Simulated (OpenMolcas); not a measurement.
# A workflow on CH5AlO (SMILES [CH3][AlH][OH])

Aim: a single-point energy (HF/ANO-RCC-MB), then a single-point energy (CASSCF(2,2)/ANO-RCC-VDZP), then the energy along one coordinate (CASPT2(2,2)/ANO-RCC-VDZP), then the energy along one coordinate (SC-NEVPT2(2,2)/ANO-RCC-VDZP), then the energy along one coordinate (MC-PDFT[tPBE](2,2)/ANO-RCC-VDZP) of CH5AlO. 

The calculation is run with OpenMolcas 26.06.

**1. Starting point**

The species is CH5AlO (8 atoms), meant as a singlet with charge 0. As SMILES, `[CH3][AlH][OH]`. Geometry: relaxed at PBE0-D4/def2-TZVP. This is one conformer, not always the lowest.

Bond lengths: C1–Al2 1.941 Å, Al2–O3 1.701 Å, C1–H4 1.095 Å, C1–H5 1.092 Å, C1–H6 1.095 Å, Al2–H7 1.589 Å, O3–H8 0.956 Å. Angles: C1–Al2–O3 117.6°, C1–Al2–H7 124.2°, O3–Al2–H7 118.3°, Al2–C1–H4 111.0°, Al2–C1–H5 111.9°, Al2–C1–H6 111.2°, Al2–O3–H8 122.5°, H4–C1–H5 107.9°, H4–C1–H6 106.4°, H5–C1–H6 108.2°.

**2. The energy at HF/ANO-RCC-MB (DKH2) (run 1)**

The input, mol.xyz:

```xyz
8

C     -0.777900     0.982200    -0.070900
Al     0.579700    -0.394200    -0.239900
O      0.544600    -1.676400     0.876800
H     -0.325100     1.954500     0.149300
H     -1.491400     0.755400     0.724300
H     -1.335700     1.105000    -1.004800
H      1.716800    -0.394500    -1.350200
H      1.181200    -2.389100     0.859500
```

The input, step1.inp:

```
>>> EXPORT MOLCAS_PRINT=2

&GATEWAY
 Coord=mol.xyz
 Basis=ANO-RCC-MB
 Group=NoSym

&SEWARD

&SCF
 PrOrbitals=0

&LOCALISATION
 Occupied
 Freeze
 Pipek-Mezey

&LOCALISATION
 FileOrb=$Project.LocOrb
 Virtual
 Pipek-Mezey
```

Run with:

```sh
$ export MOLCAS_MEM=1860
$ pymolcas step1.inp > step1.log
```

The log of the run:

```text
--- Start Module: gateway ---
[...]
--- Stop Module: gateway /rc=_RC_ALL_IS_WELL_ ---
[...]
      Basis functions           24
[...]
       Convergence after   9 Iterations
[...]
::    Total SCF energy                               -357.9710434553
[...]
      Total spin, S                                     0.0000000000
[...]
      Total electronic charge=   32.000000
      Total            charge=   -0.000000
[...]
      Dipole Moment (debye):
      Origin of the operator (angstrom)=    0.2460   -0.4103    0.1012
                   X=  7.9835E-01               Y= -3.2699E-02               Z= -7.4662E-01           Total=  1.0936E+00
      Quadrupole Moment (debye*angstrom):
[...]
--- Start Module: localisation ---
[...]
--- Stop Module: localisation /rc=_RC_ALL_IS_WELL_ ---
--- Start Module: localisation ---
[...]
--- Stop Module: localisation /rc=_RC_ALL_IS_WELL_ ---
[...]
```

Run time: 1.7 s. Hardware: 1 thread of Intel Xeon 6975P-C (Granite Rapids), shared host; peak memory 0.38 GiB.

**3. A single-point energy at CASSCF(2,2)/ANO-RCC-VDZP (DKH2, RICD fitting) (run 2)**

mol.xyz is that of step 2.

The input, step2.input:

```
* CH5AlO CASSCF

&GATEWAY
  Coord
  mol.xyz
  Basis
  ANO-RCC-MB
  Group
  NoSym

&SEWARD

&RASSCF
  FileOrb
  $CurrDir/step1.LocOrb
  Alter
  2
  1 12 16
  1 17 21
  Spin
  1
  Nactel
  2 0 0
  Inactive
  15
  Ras2
  2
  OrbListing
  Nothing
>>> COPY $Project.RunFile RUNFIL1
>>> COPY $Project.RasOrb INPORB

&GATEWAY
  Coord
  mol.xyz
  Basis
  ANO-RCC-VDZP
  Group
  NoSym
  RICD

&SEWARD
>>> COPY $Project.RunFile RUNFIL2

&EXPBAS

&RASSCF
  FileOrb
  $Project.ExpOrb
  Spin
  1
  Nactel
  2 0 0
  Inactive
  15
  Ras2
  2
  OrbListing
  Nothing
  OrbAppear
  Compact
```

Run with:

```sh
$ export MOLCAS_MEM=1860
$ pymolcas step2.input > step2.log
```

The log of the run:

```text
--- Start Module: gateway ---
[...]
      Basis functions           24
[...]
      Number of active orbitals                  2
[...]
      Spin quantum number                      0.0
[...]
      Active orbitals                            2
[...]
      Number of CSFs                             3
[...]
      Number of root(s) required                 1
[...]
      Convergence after 11 iterations
[...]
      printout of CI-coefficients larger than  0.05 for root  1
      energy=    -357.985366
      conf/sym  11     Coeff  Weight
             1  20   0.99549 0.99101
             3  02  -0.09483 0.00899
      Natural orbitals and occupation numbers for root  1
      sym 1:   1.982016   0.017984
      ************************************************************************************************************************
      *                                                    Final results                                                     *
[...]
::    RASSCF root number  1 Total energy:   -357.98536617
[...]
      Basis functions           71
[...]
      Convergence after 15 iterations
[...]
      Natural orbitals and occupation numbers for root  1
      sym 1:   1.982927   0.017073
      ************************************************************************************************************************
      *                                                    Final results                                                     *
[...]
::    RASSCF root number  1 Total energy:   -358.17710232
[...]
      Total electronic charge=   32.000000
      Total            charge=   -0.000000
[...]
      Dipole Moment (debye):
      Origin of the operator (angstrom)=    0.2460   -0.4103    0.1012
                   X=  6.0155E-01               Y=  1.6421E-01               Z= -7.5216E-01           Total=  9.7702E-01
      Quadrupole Moment (debye*angstrom):
[...]
```

It took 4.8 s on 1 thread of Intel Xeon 6975P-C (Granite Rapids), shared host; peak memory 0.38 GiB.

**4. An energy scan at CASPT2(2,2)/ANO-RCC-VDZP (DKH2, RICD fitting, ipea shift 0.25 Eh, pt2 variant SS) (run 3)**

The input, step3.inp:

```
* CH5AlO CASPT2
>>> COPY $CurrDir/step2.RasOrb $Project.RasOrb
>>> ForEach K in (1, 2, 3, 4, 5, 6, 7, 8, 9)
&GATEWAY
Coord = $CurrDir/point$K.xyz
Basis = ANO-RCC-VDZP
Group = NoSym
RICD
&SEWARD
&RASSCF
FileOrb = $Project.RasOrb
Spin = 1
Nactel = 2 0 0
Inactive = 15
Ras2 = 2
OrbListing = Nothing
OrbAppear = Compact
&CASPT2
Imaginary = 0.2
Frozen = 7
>>> EndDo
```

Run with:

```sh
$ export MOLCAS_MEM=1860
$ pymolcas step3.inp > step3.log
```

The log of the run:

```text
[...]
      Basis functions           71
[...]
      Number of active orbitals                  2
[...]
      Spin quantum number                      0.0
[...]
      Active orbitals                            2
[...]
      Number of CSFs                             3
[...]
      Number of root(s) required                 1
[...]
      Convergence after 11 iterations
[...]
      printout of CI-coefficients larger than  0.05 for root  1
      energy=    -358.165946
      conf/sym  11     Coeff  Weight
             1  20   0.99703 0.99408
             3  02  -0.07697 0.00592
      Natural orbitals and occupation numbers for root  1
      sym 1:   1.988151   0.011849
      ************************************************************************************************************************
      *                                                    Final results                                                     *
[...]
::    RASSCF root number  1 Total energy:   -358.16594560
[...]
::    CASPT2 Root  1     Total energy:   -358.57052600
[...]
      Convergence after 11 iterations
[...]
      Natural orbitals and occupation numbers for root  1
      sym 1:   1.982923   0.017077
      ************************************************************************************************************************
      *                                                    Final results                                                     *
[...]
      Convergence after 11 iterations
[...]
      Convergence after 11 iterations
[...]
      Convergence after 12 iterations
[...]
::    RASSCF root number  1 Total energy:   -358.03012518
[...]
::    CASPT2 Root  1     Total energy:   -358.42018652
[...]
      Convergence after 11 iterations
[...]
::    RASSCF root number  1 Total energy:   -358.02022298
[...]
      Reference weight:           0.88243
[...]
::    CASPT2 Root  1     Total energy:   -358.40841555
[...]
```

Run time: 29 s. Hardware: 1 thread of Intel Xeon 6975P-C (Granite Rapids), shared host; peak memory 0.083 GiB.

The scan, from its lowest point:

```csv
H4–C1 (Å),energy (kJ/mol)
0.985,27.0
1.095,0.0
1.204,13.3
1.369,68.6
1.588,161.0
1.861,266.0
2.190,356.9
2.628,421.7
3.285,452.6
```

**5. The energy along one coordinate at SC-NEVPT2(2,2)/ANO-RCC-VDZP (DKH2, RICD fitting, pt2 variant SC-NEVPT2) (run 4)**

The input, step4.inp:

```
>>> EXPORT MOLCAS_PRINT=2
>>> COPY $CurrDir/step2.RasOrb $Project.RasOrb
>>> ForEach K in (1, 2, 3, 4, 5, 6, 7, 8, 9)
&GATEWAY
Coord = $CurrDir/point$K.xyz
Basis = ANO-RCC-VDZP
Group = NoSym
RICD
&SEWARD
&RASSCF
FileOrb = $Project.RasOrb
Spin = 1
Nactel = 2 0 0
Inactive = 15
Ras2 = 2
OrbListing = Nothing
OrbAppear = Compact
&CASPT2
SC-NEVPT2
Frozen = 7
>>> EndDo
```

Run with:

```sh
$ export MOLCAS_MEM=1860
$ pymolcas step4.inp > step4.log
```

The log of the run:

```text
--- Start Module: gateway ---
[...]
      Basis functions           71
[...]
      Number of active orbitals                  2
[...]
      Spin quantum number                      0.0
[...]
      Active orbitals                            2
[...]
      Number of CSFs                             3
[...]
      Number of root(s) required                 1
[...]
      Convergence after 11 iterations
[...]
      printout of CI-coefficients larger than  0.05 for root  1
      energy=    -358.165946
      conf/sym  11     Coeff  Weight
             1  20   0.99703 0.99408
             3  02  -0.07697 0.00592
      Natural orbitals and occupation numbers for root  1
      sym 1:   1.988151   0.011849
      ************************************************************************************************************************
      *                                                    Final results                                                     *
[...]
::    RASSCF root number  1 Total energy:   -358.16594560
[...]
::    SC-NEVPT2 Root  1     Total energy:   -358.56751025
[...]
      Convergence after 11 iterations
[...]
      Natural orbitals and occupation numbers for root  1
      sym 1:   1.982923   0.017077
      ************************************************************************************************************************
      *                                                    Final results                                                     *
[...]
      Convergence after 11 iterations
[...]
      Convergence after 11 iterations
[...]
      Convergence after 12 iterations
[...]
::    RASSCF root number  1 Total energy:   -358.03012518
[...]
::    SC-NEVPT2 Root  1     Total energy:   -358.41795358
[...]
      Convergence after 11 iterations
[...]
::    RASSCF root number  1 Total energy:   -358.02022298
[...]
::    SC-NEVPT2 Root  1     Total energy:   -358.40641121
[...]
```

Run time: 28 s. Hardware: 1 thread of Intel Xeon 6975P-C (Granite Rapids), shared host; peak memory 0.083 GiB.

The scan, from its lowest point:

```csv
H4–C1 (Å),energy (kJ/mol)
0.985,28.3
1.095,0.0
1.204,12.1
1.369,66.2
1.588,158.0
1.861,263.6
2.190,355.5
2.628,420.9
3.285,451.2
```

**6. The energy along one coordinate at MC-PDFT[tPBE](2,2)/ANO-RCC-VDZP (DKH2, RICD fitting) (run 5)**

The input, step5.inp:

```
>>> COPY $CurrDir/step2.RasOrb $Project.RasOrb
>>> ForEach K in (1, 2, 3, 4, 5, 6, 7, 8, 9)

&GATEWAY
  Coord=$CurrDir/point$K.xyz
  Basis=ANO-RCC-VDZP
  Group=NoSym
  RICD

&SEWARD

&RASSCF
  FileOrb=$Project.RasOrb
  Spin=1
  Nactel=2 0 0
  Inactive=15
  Ras2=2
  OrbListing=Nothing
  OrbAppear=Compact

&MCPDFT
  KSDFT=T:PBE
>>> EndDo
```

Run with:

```sh
$ export MOLCAS_MEM=1860
$ pymolcas step5.inp > step5.log
```

The log of the run:

```text
--- Start Module: gateway ---
[...]
      Basis functions           71
[...]
      Number of active orbitals                  2
[...]
      Spin quantum number                      0.0
[...]
      Active orbitals                            2
[...]
      Number of CSFs                             3
[...]
      Number of root(s) required                 1
[...]
      Convergence after 11 iterations
[...]
      printout of CI-coefficients larger than  0.05 for root  1
      energy=    -358.165946
      conf/sym  11     Coeff  Weight
             1  20   0.99703 0.99408
             3  02  -0.07697 0.00592
      Natural orbitals and occupation numbers for root  1
      sym 1:   1.988151   0.011849
      ************************************************************************************************************************
      *                                                    Final results                                                     *
[...]
::    RASSCF root number  1 Total energy:   -358.16594560
[...]
::    MCPDFT root number  1 Total energy:   -359.06705924
[...]
      Convergence after 11 iterations
[...]
      Natural orbitals and occupation numbers for root  1
      sym 1:   1.982923   0.017077
      ************************************************************************************************************************
      *                                                    Final results                                                     *
[...]
      Convergence after 11 iterations
[...]
      Convergence after 11 iterations
[...]
      Convergence after 12 iterations
[...]
::    RASSCF root number  1 Total energy:   -358.03012518
[...]
::    MCPDFT root number  1 Total energy:   -358.90741097
[...]
      Convergence after 11 iterations
[...]
::    RASSCF root number  1 Total energy:   -358.02022298
[...]
::    MCPDFT root number  1 Total energy:   -358.89463252
[...]
```

It took 32 s on 1 thread of Intel Xeon 6975P-C (Granite Rapids), shared host; peak memory 0.083 GiB.

The scan, from its lowest point:

```csv
H4–C1 (Å),energy (kJ/mol)
0.985,26.8
1.095,0.0
1.204,13.1
1.369,68.4
1.588,162.3
1.861,272.1
2.190,371.8
2.628,446.0
3.285,479.6
```

**7. Results**

| quantity | value |
| --- | --- |
| run 1, HF/ANO-RCC-MB: total energy | -357.97104 Eh |
| run 1, HF/ANO-RCC-MB: dipole moment | 1.09 D |
| run 1, HF/ANO-RCC-MB: HOMO energy | -11.66 eV |
| run 1, HF/ANO-RCC-MB: LUMO energy | 2.28 eV |
| run 1, HF/ANO-RCC-MB: HOMO–LUMO gap | 13.93 eV |
| run 2, CASSCF(2,2)/ANO-RCC-VDZP: total energy | -358.17710 Eh |
| run 2, CASSCF(2,2)/ANO-RCC-VDZP: dipole moment (CASSCF density) | 0.98 D |
| run 3, CASPT2(2,2)/ANO-RCC-VDZP: lowest energy of the scan | -358.58082 Eh |
| run 4, SC-NEVPT2(2,2)/ANO-RCC-VDZP: lowest energy of the scan | -358.57827 Eh |
| run 5, MC-PDFT[tPBE](2,2)/ANO-RCC-VDZP: lowest energy of the scan | -359.07728 Eh |
